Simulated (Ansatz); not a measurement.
Geometry optimisation, RKS PBE0-D4/def2-SVP in Ansatz.

The input (input.yaml):

```yaml
crystal:
  periodic: [false, false, false]
  atoms:
    - { symbol: O, position_ang: [-1.64645, -0.01002, -0.17229] }
    - { symbol: Si, position_ang: [-0.48207, -1.19755, 0.06332] }
    - { symbol: Si, position_ang: [1.35792, -0.09993, 0.46616] }
    - { symbol: H, position_ang: [-1.75387, 0.47069, -0.98615] }
    - { symbol: H, position_ang: [2.52446, 0.83681, 0.62897] }
basis:
  gaussian: { orbitals: def2-SVP }
hamiltonian:
  xc: pbe0
  dispersion: d4
relax:
  f_tol: 0.015
  max_steps: 40
```

Run as:

```bash
$ ansatz run input.yaml --threads 1 --pin off --max-ram 2048MiB --backend cpu --events-out ev --progress --plain --runs-dir out
```

Task: Where does it end, and by what steps?

Result: The forces met the threshold. After 22 steps the energy has fallen by 1.470 eV; H5 moved furthest, 1.59 Å. Joined: Si2–H5.

| step | energy less start (eV) | largest force component (eV/Å) | accepted |
| --- | --- | --- | --- |
| 0 | 0.0000 | 1.476 | yes |
| 1 | -0.1473 | 0.661 | yes |
| 2 | -0.2520 | 0.662 | yes |
| 3 | -0.3239 | 1.662 | yes |
| 4 | -0.5575 | 1.207 | yes |
| 5 | -0.7401 | 1.182 | yes |
| 6 | -0.9124 | 0.683 | yes |
| 7 | -0.8885 | 1.860 | no |
| 8 | -0.9929 | 0.365 | yes |
| 9 | -1.0386 | 0.494 | yes |
| 10 | -1.0868 | 0.632 | yes |
| 11 | -1.1179 | 0.701 | yes |
| 12 | -1.1304 | 1.035 | yes |
| 13 | -1.1786 | 1.106 | yes |
| 14 | -1.2546 | 1.172 | yes |
| 15 | -1.3572 | 0.820 | yes |
| 16 | -1.4384 | 0.656 | yes |
| 17 | -1.4438 | 0.549 | yes |
| 18 | -1.4644 | 0.190 | yes |
| 19 | -1.4682 | 0.096 | yes |
| 20 | -1.4676 | 0.062 | no |
| 21 | -1.4703 | 0.020 | yes |
| 22 | -1.4704 | 0.004 | yes |

```xyz
5
Properties=species:S:1:pos:R:3
O -1.317 -0.570 -0.540
Si -0.130 -0.043 0.480
Si 1.680 0.576 1.361
H -1.713 0.084 -1.129
H 1.481 -0.047 -0.174
```

Run time: 32 s on 1 CPU thread of a shared host.
